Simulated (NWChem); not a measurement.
System meant: C2H6O anion, doublet; SMILES of the neutral closed-shell parent C(O)C

Input file for NWChem:

```
start job
memory heap 200 mb stack 900 mb global 1100 mb
charge -1
geometry units angstroms noautoz
  C      0.255298    -1.240985     0.052142
  C     -0.504813     0.081435    -0.005211
  O      0.322288     1.229127     0.117462
  H     -0.465555    -2.087139    -0.015555
  H      0.820148    -1.332601     0.993175
  H      0.957288    -1.316694    -0.794320
  H     -1.080804     0.123767    -0.951270
  H     -1.234089     0.125427     0.819043
  H      0.738072     1.406733    -0.759755
end
basis spherical
  C library def2-svp
  O library def2-svp
  H library def2-svp
end
dft
  odft
  mult 3
  xc b3lyp
  iterations 150
  mulliken
end
task dft energy
```

End of the output:

```
 ==============================================================================
                                 internuclear angles
 ------------------------------------------------------------------------------
        center 1       |       center 2       |       center 3       |  degrees
 ------------------------------------------------------------------------------
    2 C                |   1 C                |   4 H                |   109.49
    2 C                |   1 C                |   5 H                |   111.07
    2 C                |   1 C                |   6 H                |   110.35
    4 H                |   1 C                |   5 H                |   108.71
    4 H                |   1 C                |   6 H                |   108.26
    5 H                |   1 C                |   6 H                |   108.89
    1 C                |   2 C                |   3 O                |   114.01
    1 C                |   2 C                |   7 H                |   108.90
    1 C                |   2 C                |   8 H                |   109.65
    3 O                |   2 C                |   7 H                |   110.22
    3 O                |   2 C                |   8 H                |   106.78
    7 H                |   2 C                |   8 H                |   107.05
    2 C                |   3 O                |   9 H                |   108.30
 ------------------------------------------------------------------------------
                            number of included internuclear angles:         13
 ==============================================================================

 Summary of "ao basis" -> "" (spherical)
 ------------------------------------------------------------------------------
       Tag                 Description            Shells   Functions and Types
 ---------------- ------------------------------  ------  ---------------------
 C                          def2-svp                 6       14   3s2p1d
 O                          def2-svp                 6       14   3s2p1d
 H                          def2-svp                 3        5   2s1p

                                 NWChem DFT Module
                                 -----------------

 Summary of "ao basis" -> "ao basis" (spherical)
 ------------------------------------------------------------------------------
       Tag                 Description            Shells   Functions and Types
 ---------------- ------------------------------  ------  ---------------------
 C                          def2-svp                 6       14   3s2p1d
 O                          def2-svp                 6       14   3s2p1d
 H                          def2-svp                 3        5   2s1p

  number of electrons :                   27
  multiplicity        :                    3
 ------------------------------------------------------------------------
  no. of electrons and multiplicity not compatible                  27
 ------------------------------------------------------------------------
 ------------------------------------------------------------------------
  current input line :
    27: task dft energy
 ------------------------------------------------------------------------
 ------------------------------------------------------------------------
 There is an error in the input file
 ------------------------------------------------------------------------
 For more information see the NWChem manual at https://nwchemgit.github.io

0: no. of electrons and multiplicity not compatible:Received an Error in Communication
```

Can this run be used? If not, why, and what is the fix?

The program refused the input. Cause: the multiplicity doesn't fit the number of electrons (an even count wants an odd multiplicity, and the reverse). This input runs:
```
start job
memory heap 200 mb stack 900 mb global 1100 mb
charge -1
geometry units angstroms noautoz
  C      0.255298    -1.240985     0.052142
  C     -0.504813     0.081435    -0.005211
  O      0.322288     1.229127     0.117462
  H     -0.465555    -2.087139    -0.015555
  H      0.820148    -1.332601     0.993175
  H      0.957288    -1.316694    -0.794320
  H     -1.080804     0.123767    -0.951270
  H     -1.234089     0.125427     0.819043
  H      0.738072     1.406733    -0.759755
end
basis spherical
  * library def2-svp
end
dft
  odft
  mult 2
  xc b3lyp
  iterations 150
  mulliken
end
task dft energy
```
It converges to -154.80725 Ha (B3LYP/def2-SVP, spin-unrestricted).
